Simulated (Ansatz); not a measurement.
# Al2 (singlet): from Hartree-Fock to the top rungs at distance Al1–Al2 = 6.764 Å, cc-pVDZ

An exercise on one series of results from a longer session: the logs are not shown, and one member is left open.

Computed with Ansatz 0.2.0, Gaussian basis. Level: cc-pVDZ, core rule «outside noble gas», up to 10 orbitals frozen.

The runs, in order: UHF; CCSD(T) on RHF; CCSD(T) on UHF; BCCD(T) on RHF; CISD; CCSDT(Q) on RHF; CCSDT(Q) on UHF; CISDTQ; CCSDTQ on RHF; CASSCF and MRCISD+Q, 2 electrons in 2 orbitals; CASSCF and NEVPT2, 2 electrons in 2 orbitals; CASSCF and MRCISD+Q, 6 electrons in 8 orbitals; CASSCF and NEVPT2, 6 electrons in 8 orbitals; Full CI; Full CI in the symmetry of the determinant.

18 further runs of the same task are left out: 1 for a mislabelled method, 13 that didn't finish, 4 set aside as unsound or not needed.

**What is computed**

The geometry derives from a PBE0/def2-TZVP stationary point (not a proven minimum). One bond is set to the value named and the two fragments are kept rigid.

2 atoms, charge 0, spin multiplicity 1.

Atoms are counted from 1 here; the program's logs count them from 0.

No contacts short enough for the rule that draws bonds.

Coordinates:

```
Al    0.0000    0.0000    0.0000
Al    0.0000    0.0000    6.7640
```

Set-up of the first run:

Input file in.yaml:

```yaml
crystal:
  periodic: [false, false, false]
  atoms:
    - {symbol: Al, position_ang: [0.000000, 0.000000, 0.000000]}
    - {symbol: Al, position_ang: [0.000000, 0.000000, 6.764000]}
basis:
  gaussian: {orbitals: cc-pVDZ}
magnetization: {spin_polarized: true, initial_magnetization: 0}
hamiltonian: {xc: hf}
output: {orbitals: {seedname: orbitals}}
```

On the command line:

```bash
> ansatz run in.yaml --threads 1 --pin off --events-out ev --progress --plain --max-ram 2393MiB
```

Among the steps run: UHF; CCSD(T) on RHF; CCSD(T) on UHF; BCCD(T) on RHF; CISD; CCSDT(Q) on RHF; CCSDT(Q) on UHF; CISDTQ; CCSDTQ on RHF; CASSCF and MRCISD+Q, 2 electrons in 2 orbitals; CASSCF and NEVPT2, 2 electrons in 2 orbitals; CASSCF and MRCISD+Q, 6 electrons in 8 orbitals; CASSCF and NEVPT2, 6 electrons in 8 orbitals; Full CI; Full CI in the symmetry of the determinant.

One table of the session follows, with a row left open; its other results are not shown here.

```
          method  from FCI (meV)
             UHF         +2623.9
            UMP2          +958.5
           UCCSD           +61.1
        UCCSD(T)           +23.7
          UCCSDT            +3.8
       UCCSDT(Q)            +3.6
  CASSCF valence               ?
  NEVPT2 valence          +500.7
  MRCISD valence           +88.2
MRCISD+Q valence           -31.5
             FCI               0
```

**Question.** Estimate the row for CASSCF valence.

As computed: from FCI (meV): +1685.8. In the column «from FCI (meV)» it lies between UMP2 (+958.5) and UHF (+2623.9).

Left out of the table: CASSCF pair, NEVPT2 pair, MRCISD pair, MRCISD+Q pair (the active space lost an orbital or holds another state than full CI finds).

To keep in mind: The determinant is far from a pure spin state, so its energy mixes those of several spin states (harmless only where they are near-degenerate, as at dissociation). The report flags that the cluster equations may have other roots. Left out of the table: RHF, RMP2, CISD, RCCSD, RCCSD(T), BCCD(T), RCCSDT, CISDTQ, RCCSDT(Q), RCCSDTQ (another determinant or state than the rows shown). MRCISD+Q valence falls below full CI: the +Q correction isn't variational, and the cores differ from full CI's.
